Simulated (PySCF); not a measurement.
PySCF input file for thiophene cation (C₄H₄S), SMILES c1cscc1 (connectivity only; charge and spin as stated), charge +1, multiplicity 2, B3LYP/pcH-1. Geometry: B3LYP-D3(BJ)/def2-SVP. The multiplicity is an assumed one; no other spin state was optimised.

```python
import numpy as np
from pyscf import gto, scf, dft
from pyscf.prop.hfc import uks as hfc

mol = gto.M(
    atom='''
    C    -0.00000000    0.69069732    1.32032196
    C     0.00000000   -0.69069732    1.32032196
    C    -0.00000000   -1.22029524   -0.00375322
    S    -0.00000000    0.00000000   -1.22851370
    C     0.00000000    1.22029524   -0.00375321
    H    -0.00000000    1.32517028    2.20852134
    H    -0.00000000   -1.32517030    2.20852132
    H     0.00000000   -2.27891715   -0.27982425
    H     0.00000001    2.27891716   -0.27982423
    ''',
    basis='pcH-1',
    charge=1,
    spin=1,
    max_memory=1600,
    verbose=3,
)
mf = dft.UKS(mol, xc='b3lyp').density_fit(auxbasis='def2-universal-jkfit')
mf.grids.level = 3
mf.conv_tol = 1e-10
mf.max_cycle = 100
mf.kernel()
fine, coarse = mf.grids, dft.Grids(mol).set(level=1).build(with_non0tab=True)
for _ in range(3):  # follow internal instabilities
    mf.grids = coarse
    mo, _, stable, _ = mf.stability(return_status=True, nroots=4)
    mf.grids = fine
    if stable:
        break
    mf.kernel(mf.make_rdm1(mo, mf.mo_occ))
A = hfc.HFC(mf).make_fcdip(mf.make_rdm1())  # Fermi contact and dipolar terms, MHz
print('atom   A(iso)/MHz   principal dipolar parts/MHz')
for i, a in enumerate(A):
    w = np.linalg.eigvalsh((a + a.T) / 2)
    print(f'{mol.atom_symbol(i):2s}{i + 1:3d} {w.mean():12.2f}', (w - w.mean()).round(2))
```

Program output:

```

WARN: HOMO -0.258154382513483 >= LUMO -0.258154382513482

converged SCF energy = -552.698639553321  <S^2> = 0.7660935  2S+1 = 2.0160293
<class 'pyscf.df.df_jk.DFUKS'> wavefunction is stable in the internal stability analysis
atom   A(iso)/MHz   principal dipolar parts/MHz
C   1        -8.12 [-6.59 -5.36 11.95]
C   2        -8.12 [-6.59 -5.36 11.95]
C   3        49.50 [-44.02 -42.91  86.93]
S   4        -3.32 [-11.6    5.09   6.51]
C   5        49.50 [-44.02 -42.91  86.93]
H   6        -6.84 [-5.44 -3.36  8.79]
H   7        -6.84 [-5.44 -3.36  8.79]
H   8       -37.94 [-20.3   -3.17  23.47]
H   9       -37.94 [-20.3   -3.17  23.47]
```

Self-consistency was reached.
